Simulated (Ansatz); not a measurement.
# C3H4FN: the cost of one run

Method: RKS r2SCAN/STO-3G, in Ansatz 0.2.0.

**1. The system as given**

Bond lengths: F1–H2 0.935 Å, C3–C4 1.328 Å, C4–C5 1.410 Å, C5–N6 1.147 Å, C3–H7 1.078 Å, C3–H8 1.077 Å, C4–H9 1.082 Å. Angles: C3–C4–C5 122.5°, C3–C4–H9 122.1°, C5–C4–H9 115.4°, C4–C3–H7 121.9°, C4–C3–H8 121.1°, H7–C3–H8 117.0°, C4–C5–N6 179.0°.

As a file:

```xyz
9

F    -0.0301    0.0076   -2.8954
H     0.3376   -0.0184   -3.7545
C     0.8452   -0.5341    0.8257
C    -0.2694    0.1291    0.5402
C    -1.1152    0.6550    1.5383
N    -1.8118    1.0945    2.3365
H     1.1628   -0.7035    1.8423
H     1.4729   -0.9292    0.0454
H    -0.5919    0.2989   -0.4785
```

**2. Preparing the start**

input.yaml reads:

```yaml
crystal:
  periodic: [false, false, false]
  atoms:
    - { symbol: F, position_ang: [-0.0301, 0.0076, -2.8954] }
    - { symbol: H, position_ang: [0.3376, -0.0184, -3.7545] }
    - { symbol: C, position_ang: [0.8452, -0.5341, 0.8257] }
    - { symbol: C, position_ang: [-0.2694, 0.1291, 0.5402] }
    - { symbol: C, position_ang: [-1.1152, 0.655, 1.5383] }
    - { symbol: "N", position_ang: [-1.8118, 1.0945, 2.3365] }
    - { symbol: H, position_ang: [1.1628, -0.7035, 1.8423] }
    - { symbol: H, position_ang: [1.4729, -0.9292, 0.0454] }
    - { symbol: H, position_ang: [-0.5919, 0.2989, -0.4785] }
basis:
  gaussian: { orbitals: STO-3G }
hamiltonian:
  xc: r2scan
relax:
  f_tol: 0.02
  max_steps: 40
scf:
  lower_state_search: "off"
output:
  orbitals: {}
```

Run with:

```sh
$ ansatz run input.yaml --threads 1 --pin off --max-ram 2048MiB --backend cpu --events-out ev --progress --plain --runs-dir out
```

What time and memory should one allow on 1 thread of AMD EPYC (Zen 3), shared host?

About 2.3 min, with a peak of 0.13 GiB.
